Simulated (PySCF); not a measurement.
Level sweep

Compound: C₆H₆N₂.
Z-matrix (Å and degrees, PBE0-D3(BJ)/def2-SVP geometry), rows numbered from 1:
```
C 
C   1  1.3839
C   2  1.4219  1  105.01
N   3  1.3710  2  143.90  1   179.96
C   4  1.3764  3  108.69  2  -179.94
C   5  1.3839  4  110.21  3    -0.02
C   3  1.3977  2  108.87  1    -0.00
N   7  1.3710  3  107.22  2     0.01
H   1  1.0879  2  129.14  3   179.99
H   2  1.0872  1  125.71  3   179.99
H   4  1.0081  3  126.36  2    -0.00
H   5  1.0879  4  120.65  3   179.99
H   6  1.0872  5  125.71  4  -179.99
H   8  1.0081  1  124.95  2   179.92
```

PySCF, dipoles from the SCF density, polarisabilities from static response with core orbitals frozen. Isolated species at its PBE0-D3(BJ)/def2-SVP geometry, gas phase.

**Question.** Compare the levels for these properties.

**Answer.** 

| level | α (Å³) | anisotropy (Å³) |
| --- | --- | --- |
| LDA/def2-SVPD | 12.62 | 8.65 |
| PBE/def2-SVPD | 12.54 | 8.67 |
| B3LYP/def2-SVPD | 12.35 | 8.43 |
| PBE0/def2-SVPD | 12.21 | 8.28 |
| BHandHLYP/def2-SVPD | 12.05 | 8.07 |
| CAM-B3LYP/def2-SVPD | 12.15 | 8.10 |
| wB97X-D/def2-SVPD | 12.19 | 8.01 |
| LC-wPBE/def2-SVPD | 11.82 | 7.70 |
| HF/def2-SVPD | 11.85 | 7.68 |
| PBE0/6-31G* | 9.82 | 9.49 |
| PBE0/def2-SVP | 10.43 | 8.55 |
| PBE0/6-31+G* | 11.98 | 8.00 |
| PBE0/aug-cc-pVDZ | 12.75 | 8.29 |
| PBE0/def2-TZVP | 11.80 | 8.35 |

The anisotropy is √(½[(α1 − α2)² + (α2 − α3)² + (α3 − α1)²]). No reference polarisability is at hand; against PBE0 in the largest diffuse basis at hand (aug-cc-pVDZ) the other PBE0 rows deviate by 6-31G* -23%, def2-SVP -18%, 6-31+G* -6%, def2-SVPD -4%, def2-TZVP -7%. The dipole stays under 0.05 D at every level. In one basis (def2-SVPD) the functionals order the polarisability from LC-wPBE (lowest) to LDA (highest), a spread of 7%. With PBE0 the polarisability is 10.69 Å³ without diffuse functions (mean of 6-31G*, def2-SVP and def2-TZVP) and 12.32 Å³ with them (mean of 6-31+G*, def2-SVPD and aug-cc-pVDZ).
